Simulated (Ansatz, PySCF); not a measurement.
Molecule: CHOS, charge 1, multiplicity 1. It need not be the lowest isomer of its formula. 
Structure (B3LYP-D3(BJ)/def2-TZVP (Ansatz, an electronic-structure program) minimum search):
SMILES: O=C=[SH+]
```xyz
4

O      0.3696     0.6925    -1.5532
C      0.1278     0.2560    -0.5478
S     -0.1936    -0.4855     0.8930
H     -0.6258     0.6926     1.4247
```
Charge +1, spin multiplicity 1.

Total electronic energies in hartree. Cores are frozen in the correlated levels unless marked. Spin-orbit coupling is left out. No relativistic terms. Basis-set limits of correlation are two-point, X^-3; Hartree-Fock from the larger set. The bracket is a focal-point correction in the basis named.

| level | program | energy (Eh) |
|---|---|---|
| r2SCAN-D3(BJ)/def2-TZVPD | Ansatz + dftd3 | -511.76223 |
| B3LYP/def2-TZVPD | Ansatz | -511.86267 |
| BHLYP-D4/def2-TZVPD | Ansatz + dftd4 | -511.78151 |
| PW6B95-D4/def2-TZVPD | PySCF + dftd4 | -512.30324 |
| M06-2X/def2-TZVPD | PySCF | -511.77996 |
| LC-wPBE-D3(BJ)/def2-TZVPD | Ansatz + dftd3 | -511.65007 |
| LC-wPBE/def2-TZVPD | Ansatz | -511.64795 |
| B2PLYP/def2-TZVPD | Ansatz | -511.64455 |
| MP2/CBS(cc-pV(T+d)Z,cc-pV(Q+d)Z) | Ansatz | -511.2098 |
| SCS-MP2/cc-pwCVTZ | Ansatz | -511.13173 |
| SCS-MP2/cc-pV(Q+d)Z | Ansatz | -511.17449 |
| CCSD/6-31G* | Ansatz | -510.93240 |
| CCSD(T)/cc-pwCVTZ | Ansatz | -511.18095 |
| RI-MP2/CBS(cc-pV(T+d)Z,cc-pV(Q+d)Z)+[CCSD(T)-MP2]/cc-pV(D+d)Z | Ansatz | -511.2434 |
| CCSD(T)/CBS(cc-pV(T+d)Z,cc-pV(Q+d)Z) | Ansatz | -511.2450 |

Totals of different functionals don't rank their quality; only differences between species are comparable.
